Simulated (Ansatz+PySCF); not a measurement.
# singlet LiF: levels of theory in one basis

```yaml
atoms:
  - { symbol: Li, position_ang: [0.0000, 0.0000, -2.1256] }
  - { symbol: F, position_ang: [0.0000, 0.0000, 0.7085] }
```

Basis set: STO-3G (spherical functions). Correlated methods keep 1 orbital frozen. Charge 0, multiplicity 1.

Computed with Ansatz (development build ahead of 0.2.0); each method stands on the lowest determinant of its kind that the runs found.

| method | E − E(RHF) (eV) | <S²> of the determinant |
| --- | --- | --- |
| RHF | 0.00 | 0.00 |
| UHF | -3.49 | 1.00 |
| RHF-MP2 | -1.96 | – |
| UHF-MP2 | -3.52 | 1.00 |
| RHF-CCSD | -3.54 | – |
| UHF-CCSD | -3.53 | 1.00 |
| RHF-CCSD(T) | -3.64 | – |
| UHF-CCSD(T) | -3.53 | 1.00 |
| full CI (lowest root of this spin) | -3.62 | – |

At such a shape the full CI root can have another spatial symmetry than the determinants, so the rows needn't describe one state.

Problem. Is a single determinant a sound starting point here?

Solution. It is doubtful. Unrestricted orbitals lower Hartree–Fock by 3.49 eV and <S²> is 1.00 where a pure state has 0.00, a sign of strong static correlation.

Caution for RHF, RHF-MP2, RHF-CCSD, RHF-CCSD(T): an unrestricted determinant lies well below. Caution for UHF, UHF-MP2, UHF-CCSD, UHF-CCSD(T): the unrestricted determinant is a mixture of spin states. Caution for RHF-MP2, UHF-MP2, RHF-CCSD, UHF-CCSD, RHF-CCSD(T), UHF-CCSD(T): large amplitudes, a single reference is doubtful. Caution for RHF-MP2: the program doubts this total. Caution for UHF-MP2, UHF-CCSD, UHF-CCSD(T): a plain start can end on a higher determinant. Caution for RHF-CCSD, RHF-CCSD(T): the amplitudes may be one of several solutions. Caution for UHF-CCSD(T): another reference gives a lower total.
